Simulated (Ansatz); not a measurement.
# CNS+ (singlet): the correlation ladder, cc-pVDZ

The task here is to estimate one member of a computed series from the others.

The runs use Ansatz 0.2.0, Gaussian basis; cc-pVDZ, core rule «outside noble gas», up to 7 orbitals frozen.

Plan: UHF; CCSD(T) on RHF; CCSD(T) on UHF; BCCD(T) on RHF; CISD; CCSDT(Q) on RHF; CCSDT(Q) on UHF; CASSCF and MRCISD+Q, 12 electrons in 11 orbitals; CASSCF and NEVPT2, 12 electrons in 11 orbitals.

15 further runs of the same task are left out: 3 that didn't finish, 12 set aside as unsound or not needed.

### The geometry

The geometry is a PBE0/def2-TZVP stationary point (not a proven minimum) of the parent state, kept for this charge and spin.

3 atoms, charge 1, spin multiplicity 1.

Atoms are counted from 1 here; the program's logs count them from 0.

Bond lengths: N1–C2 1.175 Å, C2–S3 1.619 Å. Angles: N1–C2–S3 180.0°.

The first run:

in.yaml reads:

```yaml
crystal:
  periodic: [false, false, false]
  atoms:
    - {symbol: N, position_ang: [0.000000, 0.000000, -1.322700]}
    - {symbol: C, position_ang: [0.000000, 0.000000, -0.148100]}
    - {symbol: S, position_ang: [0.000000, 0.000000, 1.470800]}
basis:
  gaussian: {orbitals: cc-pVDZ}
total_charge: 1
magnetization: {spin_polarized: true, initial_magnetization: 0}
hamiltonian: {xc: hf}
output: {orbitals: {seedname: orbitals}}
```

Started as:

```bash
> ansatz run in.yaml --threads 1 --pin off --events-out ev --progress --plain --max-ram 2393MiB
```

Steps of the session up to this table: UHF; CCSD(T) on RHF; CCSD(T) on UHF; BCCD(T) on RHF; CISD; CCSDT(Q) on RHF; CCSDT(Q) on UHF; CASSCF and MRCISD+Q, 12 electrons in 11 orbitals; CASSCF and NEVPT2, 12 electrons in 11 orbitals.

One of the session's tables, all rows but one given; the rest of the session is left out.

```
          method  from RCCSDT(Q) (kcal/mol)
             RHF                    +276.96
             UHF                    +242.06
            RMP2                     +38.52
            UMP2                     +28.96
            CISD                     +51.99
           RCCSD                     +22.00
           UCCSD                      +2.12
        RCCSD(T)                      +7.15
        UCCSD(T)                     -11.00
         BCCD(T)                      +7.07
          RCCSDT                      +4.14
          UCCSDT                     -16.92
       RCCSDT(Q)                          0
       UCCSDT(Q)                     -20.99
  CASSCF valence                          ?
  NEVPT2 valence                     +29.66
  MRCISD valence                     +13.07
MRCISD+Q valence                      +0.64
```

Estimate the missing values for CASSCF valence.

**Answer.** from RCCSDT(Q) (kcal/mol): +156.92. In the column «from RCCSDT(Q) (kcal/mol)» it lies between CISD (+51.99) and UHF (+242.06).

The program flags RCCSD(T), UCCSD(T), BCCD(T), RCCSDT(Q), UCCSDT(Q) as in doubt (see the logs), so the zero of the table is itself unsure.

Limits of these values: The determinant is far from a pure spin state, so its energy mixes those of several spin states (harmless only where they are near-degenerate, as at dissociation). The report flags that the cluster equations may have other roots. The program flags RCCSD(T), UCCSD(T), BCCD(T), RCCSDT(Q), UCCSDT(Q) as in doubt, so the zero of the table is itself unsure. Warnings: restricted reference is unstable; spin contamination; large T1 diagnostic. Restricted and unrestricted rows rest on different reference determinants; where their highest levels disagree by more than a few hundredths of an eV, they describe different states and don't form one ladder.
